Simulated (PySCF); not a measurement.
**FCI/STO-6G run of BH5S (B(H2S)H3)**

Wanted: a single-point energy of BH5S (B(H2S)H3). The job is set up through a Python script.

The results are computed with PySCF 2.14.0.

3 further runs of the same task are left out: 3 set aside as unsound or not needed.

**1. The structure to begin with**

BH5S: 7 atoms, total charge 0, spin state singlet. As SMILES, `[H]B([H])([H])<-S`. The shape is that of a GFN2-xTB optimisation.

Bond lengths: B1–S2 2.040 Å, S2–H3 1.336 Å, S2–H4 1.337 Å, B1–H5 1.181 Å, B1–H6 1.184 Å, B1–H7 1.181 Å. Angles: B1–S2–H3 98.0°, B1–S2–H4 98.0°, S2–B1–H5 102.5°, S2–B1–H6 103.4°, S2–B1–H7 102.5°, H3–S2–H4 92.0°, H5–B1–H6 115.4°, H5–B1–H7 114.9°, H6–B1–H7 115.4°.

**2. A single-point energy at FCI/STO-6G**

The input, input.py:

```python
# B(H2S)H3
from pyscf import gto, mcscf
from pyscf import fci

molecule = gto.M(
    atom='''
B      0.127630    -0.217240    -0.817090
S      0.134050    -0.231310     1.222430
H      0.506250     1.037510     1.415020
H     -1.154430     0.067690     1.414850
H      1.280190    -0.216980    -1.075620
H     -0.453000     0.779570    -1.081760
H     -0.440700    -1.219250    -1.077830
''',
    verbose=4,
    spin=0,
    max_memory=1860,
    basis='sto-6g',
)

calc0 = molecule.RHF()
calc0.conv_tol = 1e-10
calc0.kernel()
if not calc0.converged:
    calc0 = calc0.newton().run(calc0.mo_coeff, calc0.mo_occ)

cas = mcscf.CASCI(calc0, calc0.mo_coeff.shape[-1] - 6, (molecule.nelec[0] - 6, molecule.nelec[1] - 6))  # full CI above the frozen core
cas.fcisolver = fci.direct_spin0.FCI(molecule)  # even spin states alone
cas.kernel()
print('<S^2> = %.4f' % cas.fcisolver.spin_square(cas.ci, cas.ncas, cas.nelecas)[0])
etot = cas.e_tot
print('Final energy', etot)
```

Launch:

```sh
$ OMP_NUM_THREADS=1 python input.py
```

**Question.** What will come out? Wanted: total energy; dipole moment; HOMO energy; LUMO energy; HOMO–LUMO gap; correlation energy.

Computed results:

At FCI/STO-6G, 6 core orbitals frozen:

| quantity | value |
| --- | --- |
| total energy | -423.79035 Eh |
| dipole moment (Hartree–Fock density) | 4.63 D |
| HOMO energy (Hartree–Fock orbitals) | -10.23 eV |
| LUMO energy (Hartree–Fock orbitals) | 10.05 eV |
| HOMO–LUMO gap (Hartree–Fock orbitals) | 20.28 eV |
| correlation energy (6 core orbitals frozen) | -106.9 mEh |
